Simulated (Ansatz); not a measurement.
**SiHCl (triplet): the correlation ladder at distance Cl1–H2 along a hydrogen transfer = 1.959 Å, 6-31G**

How much of the correlation energy of SiHCl (triplet) does each wave-function method recover here?

Program: Ansatz 0.2.0, Gaussian basis. Level of theory: 6-31G, core rule «outside noble gas», up to 10 orbitals frozen. These are calculated values, not measurements.

Plan: UHF; CCSD(T) on ROHF; CCSD(T) on UHF; BCCD(T) on ROHF; CISD; CCSDT(Q) on ROHF; CCSDT(Q) on UHF; CCSDTQ on ROHF; CCSDTQ on UHF; CASSCF and MRCISD+Q, 4 electrons in 4 orbitals; CASSCF and NEVPT2, 4 electrons in 4 orbitals; CASSCF and MRCISD+Q, 12 electrons in 9 orbitals; CASSCF and NEVPT2, 12 electrons in 9 orbitals; Full CI.

## (1) The system

The geometry derives from fragments relaxed apart (PBE0/def2-TZVP) and kept rigid, so it is no stationary point. A hydrogen atom is moved between rigid fragments.

3 atoms, charge 0, spin multiplicity 3.

Atoms are counted from 1 here; the program's logs count them from 0.

Bond lengths: H2–Si3 1.553 Å.

## (2) UHF

Input file in.yaml:

```yaml
crystal:
  periodic: [false, false, false]
  atoms:
    - {symbol: Cl, position_ang: [0.000000, 0.000000, -1.823667]}
    - {symbol: H, position_ang: [0.000000, 0.000000, 0.135333]}
    - {symbol: Si, position_ang: [0.000000, 0.000000, 1.688333]}
basis:
  gaussian: {orbitals: 6-31G}
magnetization: {spin_polarized: true, initial_magnetization: 2}
hamiltonian: {xc: hf}
output: {orbitals: {seedname: orbitals}}
```

Launch:

```bash
> ansatz run in.yaml --threads 1 --pin off --events-out ev --progress --plain --max-ram 2816MiB --backend cpu
```

Further steps of the session: CCSD(T) on ROHF; CCSD(T) on UHF; BCCD(T) on ROHF; CISD; CCSDT(Q) on ROHF; CCSDT(Q) on UHF; CCSDTQ on ROHF; CCSDTQ on UHF; CASSCF and MRCISD+Q, 4 electrons in 4 orbitals; CASSCF and NEVPT2, 4 electrons in 4 orbitals; CASSCF and MRCISD+Q, 12 electrons in 9 orbitals; CASSCF and NEVPT2, 12 electrons in 9 orbitals; Full CI.

Before running them: what should the planned runs give, taken together? Wanted: FCI below the RHF energy; RMP2 from FCI; UMP2 from FCI; RCCSD from FCI; RCCSD(T) from FCI; UCCSD(T) from FCI; RCCSDT(Q) from FCI; UCCSDT(Q) from FCI; NEVPT2 pair from FCI.

**Answer**, as computed:

```
                         quantity                                                                                value
         FCI below the RHF energy                                                                           -2.4843 eV
                    RMP2 from FCI                                                                           +690.9 meV
                    UMP2 from FCI                                                                           +666.6 meV
                   RCCSD from FCI                                                                            +47.8 meV
                RCCSD(T) from FCI                                                                            +13.7 meV
                UCCSD(T) from FCI                                                                            +13.5 meV
               RCCSDT(Q) from FCI                                                                             +0.5 meV
               UCCSDT(Q) from FCI                                                                             +0.4 meV
             NEVPT2 pair from FCI                                                                           +563.2 meV
          NEVPT2 valence from FCI                                                                           +445.6 meV
        MRCISD+Q valence from FCI                                                                            +51.9 meV
levels within 1 kcal/mol (43 meV)  RCCSD(T), UCCSD(T), BCCD(T), RCCSDT, UCCSDT, RCCSDT(Q), UCCSDT(Q), RCCSDTQ, UCCSDTQ
                    T1 diagnostic                                                                                0.036
   effectively unpaired electrons                                                                                 2.04
```

In words: RCCSD(T) misses by +13.7 meV, 0.5 % of the correlation energy. One determinant dominates. Of the multireference levels listed MRCISD+Q valence comes nearest in total energy (+51.9 meV), which doesn't show that its space is the better one. These misses are within one basis, not against nature; the frozen cores of restricted and unrestricted runs differ, which can shift their rows.
